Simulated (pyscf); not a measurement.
Optimised with ωB97X-D3(BJ)/def2-SVP in PySCF. Correlated levels are frozen-core, on RHF or UHF. ΔMP2 is the change of the MP2 total energy from the triple- to the quadruple-zeta basis.

Q: For H₂N–GeH₃ → GeH₂ [singlet] + NH₃, a 1,1-elimination (singlet surface; Ge–N, Ge–H broken, H–N formed), PBE/def2-TZVP gives ΔE‡ = 51.0 kcal/mol and ΔE = +36.9 kcal/mol (zero: the reactant's lowest minimum found). In which direction and how far do r²SCAN/def2-TZVP, PBE0-D3(BJ)/def2-TZVP, CCSD(T)/def2-TZVPP + ΔMP2(QZVPP) move these?

A: r²SCAN: ΔE‡ = 55.9 kcal/mol, ΔE = +42.2 kcal/mol; PBE0-D3(BJ): ΔE‡ = 57.7 kcal/mol, ΔE = +40.6 kcal/mol; CCSD(T): ΔE‡ = 61.3 kcal/mol, ΔE = +39.8 kcal/mol. PBE's barrier lies under all of them, by 5.0 to 10.3 kcal/mol. Its reaction energy lies under all of them, by 2.9 to 5.4 kcal/mol. On the product side the descent ends in an adduct with a Ge–N contact, 27.4 kcal/mol under the separated species and 48.5 kcal/mol under the saddle at ωB97X-D3(BJ)/def2-TZVP. What is counted as broken (Ge–N) persists as a longer contact in the product adduct; parting that adduct is a step of its own. One saddle was located; it need not be the lowest between these sides. The CCSD(T) − MP2 part came from Ansatz, without density fitting, on the same reference. The frozen core leaves the outer d or s,p core shells of the metals and heavy elements correlated in the MP2 and CC values, and def2-TZVPP describes them poorly, which can shift differences by a few kcal/mol. Elements up to Kr have no core potential and no relativistic terms here.
